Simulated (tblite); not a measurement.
Start geometry of `C/C(=[C]/Cl)CCl` [radical] from a force field or distance geometry (Å):
```
atom  x, y, z in Å
C1     1.4577   -0.1301   -0.1300
C2     0.0345    0.3539   -0.1046
C3    -0.2272    1.5357   -0.5946
Cl4   -1.8587    2.1815   -0.6073
C5    -1.0080   -0.5253    0.5082
Cl6   -1.0085   -2.0205   -0.4581
H7     1.5364   -1.2208   -0.0499
H8     1.8318    0.1583   -1.1505
H9     2.0647    0.3643    0.6252
H10   -0.8190   -0.6862    1.5766
H11   -1.9983   -0.0083    0.3589
```

Question: What comes out of this run: GFN2-xTB geometry optimisation, gas phase in tblite 0.8.0?

Answer: 
```
atom  x, y, z in Å
C1     1.437   -0.089   -0.156
C2     0.010    0.378   -0.159
C3    -0.369    1.460   -0.785
Cl4   -1.789    2.272   -1.025
C5    -0.956   -0.514    0.594
Cl6   -1.239   -2.027   -0.322
H7     1.489   -1.108   -0.535
H8     2.051    0.555   -0.777
H9     1.830   -0.083    0.860
H10   -0.533   -0.806    1.555
H11   -1.925   -0.036    0.726
```

The energy falls by 9.4 kcal/mol over 83 L-BFGS steps, the largest force on an atom goes from 2.36 to 0.005 eV/Å, and the atoms move by 0.367 Å rms after alignment. The bond that changes most is C3–Cl4 (ends: carbon bonded to C and Cl; chlorine bonded to C), which shortens by 0.101 Å. Bonds longer at the end by more than 0.005 Å: 2 of 10; shorter: 5. Among the angles that change most is C2–C3–Cl4, from 121.5° to 136.5°. Among the dihedrals that turn most is H9–C1–C2–C3, from 75° to 117°. Rotational constants go from 3615, 1349, 1050 to 3439, 1284, 1004 MHz. The orientation of the end geometry is arbitrary; only internal coordinates are fixed.

Time: 0.47 s wall. Hardware: an Arm Neoverse V1 with one thread (shared host).

Its GFN2-xTB frequencies are all real (lowest 43 cm⁻¹). 3 starts were optimised and ended at 0.00, 0.00 and 0.41 kcal/mol (GFN2-xTB); the lowest of these is shown.

One conformer stands for the species.

These are computed values.
